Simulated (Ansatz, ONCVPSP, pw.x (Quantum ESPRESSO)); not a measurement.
## What a changed setting does to a pw.x run (diamond Ge)

Potential: optimised norm-conserving Vanderbilt (ONCV), ONCVPSP 4.0.1.1 (patched build), LDA (Perdew-Wang 92); core [Ar] 3d10, reference 4s2 4p2; waves: 4s: rc 1.80 bohr, ncon 4, nbas 8, qcut 3.3 1/bohr, 1 projector; 4p: rc 1.95 bohr, ncon 4, nbas 7, qcut 3.5 1/bohr, 2 projectors, debl 1.7 Ha; d scattering state at 0.2 Ha: rc 2.15 bohr, ncon 3, nbas 7, qcut 3.8 1/bohr, 1 projector; local part: polynomial inside 1.15 bohr (lpopt 1, dvloc0 0 Ha); core correction: Teter function, fcfact 3, rcfact 1.5.

The reference run (k-mesh 8³, cutoffs 120/480 Ry, Fermi–Dirac 0.01 Ry, mixing_beta 0.4, conv_thr 1e-9, no spin) gives -0.35 GPa at 22.222 Å³/atom, where all-electron LAPW gives 0.06 GPa. This run, with its own iteration cap, changes mixing_mode to TF.

```
&control
  calculation='scf', prefix='x', pseudo_dir='./', outdir='./tmp', tstress=.true., disk_io='none'
/
&system
  ibrav=0, nat=2, ntyp=1, ecutwfc=120, ecutrho=480, nbnd=11,
  occupations='smearing', smearing='fd', degauss=0.01
/
&electrons
  conv_thr=1e-09, mixing_beta=0.4, electron_maxstep=70, mixing_mode='TF'
/
ATOMIC_SPECIES
Ge 1.0 Ge.UPF
CELL_PARAMETERS angstrom
  0.00000000 2.81143285 2.81143285
  2.81143285 0.00000000 2.81143285
  2.81143285 2.81143285 0.00000000
ATOMIC_POSITIONS crystal
Ge 0.0000 0.0000 0.0000
Ge 0.2500 0.2500 0.2500
K_POINTS automatic
8 8 8 0 0 0
```

```bash
pw.x < Ge.scf.in > Ge.scf.out
```

Problem. How does the run end?

Solution. It converges in 8 iterations; the free energy moves by +0.0 meV/atom and the pressure by +0.00 GPa. The result is that of the reference run.

```
Message from routine setup:
     using ibrav=0 with symmetry is DISCOURAGED, use correct ibrav instead
     lattice parameter (alat)  =       7.5135  a.u.
     unit-cell volume          =     299.9230 (a.u.)^3
     number of electrons       =         8.00
     number of Kohn-Sham states=           11
     kinetic-energy cutoff     =     120.0000  Ry
     charge density cutoff     =     480.0000  Ry
     scf convergence threshold =      1.0E-09
     Exchange-correlation= SLA  PW   NOGX NOGC
     number of k points=    29  Fermi-Dirac smearing, width (Ry)=  0.0100
     iteration #  1     ecut=   120.00 Ry     beta= 0.40
     total energy              =     -18.55436712 Ry
     estimated scf accuracy    <       0.03540649 Ry
     iteration #  2     ecut=   120.00 Ry     beta= 0.40
     total energy              =     -18.54781569 Ry
     estimated scf accuracy    <       0.01780825 Ry
     iteration #  3     ecut=   120.00 Ry     beta= 0.40
     total energy              =     -18.54892539 Ry
     estimated scf accuracy    <       0.00046532 Ry
     iteration #  4     ecut=   120.00 Ry     beta= 0.40
     total energy              =     -18.54896440 Ry
     estimated scf accuracy    <       0.00006121 Ry
     iteration #  5     ecut=   120.00 Ry     beta= 0.40
     total energy              =     -18.54897164 Ry
     estimated scf accuracy    <       0.00000112 Ry
     iteration #  6     ecut=   120.00 Ry     beta= 0.40
     total energy              =     -18.54897183 Ry
     estimated scf accuracy    <       0.00000002 Ry
     iteration #  7     ecut=   120.00 Ry     beta= 0.40
     total energy              =     -18.54897183 Ry
     estimated scf accuracy    <       0.00000002 Ry
     iteration #  8     ecut=   120.00 Ry     beta= 0.40
     the Fermi energy is     5.6266 ev
!    total energy              =     -18.54897183 Ry
     estimated scf accuracy    <          6.9E-11 Ry
     smearing contrib. (-TS)   =      -0.00089953 Ry
     The total energy is F=E-TS. E is the sum of the following terms:
     one-electron contribution =       4.40905949 Ry
     hartree contribution      =       1.13960237 Ry
     xc contribution           =      -7.87399840 Ry
     ewald contribution        =     -16.22273576 Ry
     convergence has been achieved in   8 iterations
          total   stress  (Ry/bohr**3)                   (kbar)     P=       -3.46
     Message from routine punch:
     Nothing written, as per user request (disk_io='none')
```

The run took about 26 s on one core of a shared host (Intel(R) Xeon(R) 6975P-C, 192 threads, 378 GiB, load 80).
